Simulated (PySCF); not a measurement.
Method: PBE-D3(BJ)/def2-TZVP // B3LYP-D3(BJ)/def2-TZVP (PySCF). All species are isolated molecules in the gas phase. Excitations are Tamm–Dancoff values on a coarser integration grid. The basis has no diffuse functions, so Rydberg states are missing or too high.

Reference species (SMILES): `[NH2][Al]([NH2])[F]` (neutral, multiplicity 1).

| Item | Value |
|---|---|
| brightest of the four lowest singlets (TDA) | 5.59 eV |
| T1 excitation (TDA) | 4.65 eV |
| LUMO | -0.91 eV |

Changed species: `[F][Al]([F])[F]` (0 of 3 F replaced by NH2; the reference has 2 of 3 F replaced by NH2).

### Question
What does the change do to the brightest of the four lowest singlets (TDA), T1 excitation (TDA) and LUMO?

### Answer
the brightest of the four lowest singlets (TDA) goes up by 2.45 eV, to 8.04 eV; the T1 excitation (TDA) increases by 2.43 eV, to 7.08 eV; the LUMO drops by 1.51 eV, to -2.42 eV.
